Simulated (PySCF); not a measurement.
**Structure from NMR data**

Molecular formula: C6H8. Simulated spectra:

$^{1}$H NMR (400 MHz, computed): δ 5.21 (s, 2H), 2.08 (s, 6H).

$^{13}$C{$^{1}$H} NMR (computed): δ 181.8, 171.4, 128.1, 92.9, 27.8.

- σ from GIAO-PBE0/pcSseg-1
- geometry: GFN2-xTB
- program: PySCF 2.14.0 with density-fitted response routines
- averaged over atoms made equivalent by symmetry, fast rotation or ring inversion, non-relativistic, no solvent model, one conformer

Scale: $^{1}$H and $^{13}$C against TMS (reference shieldings calculated alike).

Deduce the structure.

## Answers


Rings plus π bonds: 3 (no ring in the answer). 5 carbon signals for 6 carbons: some carbons are equivalent by symmetry or fast rotation. Carbon types of the structure: 3 × C, 1 × CH2, 2 × CH3, which accounts for all hydrogens. δC 181.8, 171.4: central carbon of an allene. δC 128.1, 92.9: terminal carbon of a cumulated C=C=C unit. δC 27.8: allylic methyl carbon; a saturated carbon with 1 carbon neighbour and no heteroatom attached. δH 5.21: hydrogen on a terminal carbon of a cumulated C=C=C unit; a vinylic proton, deshielded by the sp2 carbon and the C=C anisotropy. δH 2.08: hydrogen on an allylic methyl carbon; allylic position.

These data were computed for `C=C=C=C(C)C`.

The data come from this structure; uniqueness wasn't tested.

Shifts are as computed. Against solution values, carbons near 30 ppm lie about +3 ppm off and those near 130 ppm about +5 ppm (rms about the fit 2.1 ppm; single classes can miss by 10 ppm). Of 1328 compounds with measured shifts, 309 miss one by over three times the rms of a fit or turn the order of signals round; such compounds aren't used in these exercises. Signals without a measured value on file couldn't be tested in this way; 1H shifts scatter by 0.2 ppm about their fit, and single ones miss by 0.5 ppm. No couplings were computed; multiplicities are counted from neighbouring protons, with m where these are inequivalent, close in shift, in a saturated or five-membered ring or joined by F or P, and br s for small geminal =CH2 splittings.
